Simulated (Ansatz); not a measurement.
**CHSSi− (SMILES [C-]#[Si]S): one structure at several levels**

One table from this session's results is given with a row withheld; the runs are named, their logs left out.

Program: Ansatz 0.2.0, Gaussian basis. Level of theory: single points in def2-TZVPPD. These are calculated values, not measurements.

Correlated methods freeze the cores.

## Where the work starts

SMILES `[C-]#[Si]S`, 4 atoms, charge -1, spin multiplicity 1.

Atoms are counted from 1 here; the program's logs count them from 0.

Bond lengths: C1–Si2 1.574 Å, Si2–S3 2.361 Å, S3–H4 1.221 Å. Angles: C1–Si2–S3 173.4°, Si2–S3–H4 93.7°.

As a file:

```xyz
4

C    -2.0432    0.3437    1.2395
Si   -0.8479    0.2874    0.2166
S     1.0557    0.0177   -1.1546
H     1.6755   -0.6063   -0.3076
```

Set-up of the first run:

run/in.yaml reads:

```yaml
crystal:
  periodic: [false, false, false]
  atoms:
    - {symbol: C, position_ang: [-2.043200, 0.343700, 1.239500]}
    - {symbol: Si, position_ang: [-0.847900, 0.287400, 0.216600]}
    - {symbol: S, position_ang: [1.055700, 0.017700, -1.154600]}
    - {symbol: H, position_ang: [1.675500, -0.606300, -0.307600]}
basis:
  gaussian: {orbitals: "def2-TZVPPD.json"}
total_charge: -1
correlation: {method: ccsd_t}
output: {forces: true}
```

The basis file named in the input lies beside it (Basis Set Exchange, JSON).

The command line of these runs was not kept.

Steps of the session up to this table: CCSD(T)/def2-TZVPPD; PBE0-D4/def2-TZVPPD; wB97M-V/def2-TZVPPD; r2SCAN-D4/def2-TZVPPD; PBE-D4/def2-TZVPPD; LC-wPBE/def2-TZVPPD; HSE06-D4/def2-TZVPPD.

One of the session's tables, all rows but one given; the rest of the session is left out.

| method | RMS force component (eV/Å) | angle to CCSD(T) forces (°) |
| --- | --- | --- |
| CCSD(T) | 3.028 | reference |
| PBE0-D4 | 2.825 | 5.1 |
| wB97M-V | 2.728 | 6.0 |
| r2SCAN-D4 | 2.850 | 3.8 |
| PBE-D4 | ? | ? |
| LC-wPBE | 2.648 | 9.9 |
| HSE06-D4 | 2.831 | 5.0 |

**Question.** Estimate the row for PBE-D4.

**Answer.** RMS force component (eV/Å): 2.964; angle to CCSD(T) forces (°): 4.2. In the column «RMS force component (eV/Å)» it lies between r2SCAN-D4 (2.850) and CCSD(T) (3.028).
